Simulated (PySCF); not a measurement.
## 2 PH₃⁺ → PH₂⁺ + PH₄⁺

Level: PBE0 in the def2-TZVP basis family, all electrons, no relativity, computed in PySCF with density fitting; open shells unrestricted.

```
species                                state and structure      E (Eh)  ZPE (kJ/mol)  H(298 K) − H(0) (kJ/mol)  S° (J/(mol K))
   PH₃⁺  doublet, C3v, P–H 1.405 Å (×3); H–P–H 113.3° (×3)  -342.65894          61.9                      10.4           216.5
   PH₂⁺        singlet, C2v, P–H 1.429 Å (×2); H–P–H 91.7°  -342.01324          35.4                      10.0           207.0
   PH₄⁺                      singlet, Td, P–H 1.401 Å (×4)  -343.32344          92.0                      10.3           203.5
```

**Question.** What is the electronic reaction energy?

**Answer.** At PBE0/def2-TZVP, ΔE = -49.4 kJ/mol from the differences of the total energies times 2625.5, downhill. The bond broken in PH₃⁺ is weaker than the one that a second molecule gains.

**Question.** Add zero-point, thermal and entropy terms for 298.15 K and 1 bar.

**Answer.** ΔZPE = 3.6 and Δ[H(298) − H(0)] = -0.5 kJ/mol give ΔH° = -46.3 kJ/mol. ΔS° = -22.5 J/(mol K), so ΔG° = -46.3 − 298.15 × (-0.0225) = -40 kJ/mol and log₁₀K = 6.9.

Only the bonding shown was studied: isomers, or loss of a ligand pair, can lie lower.
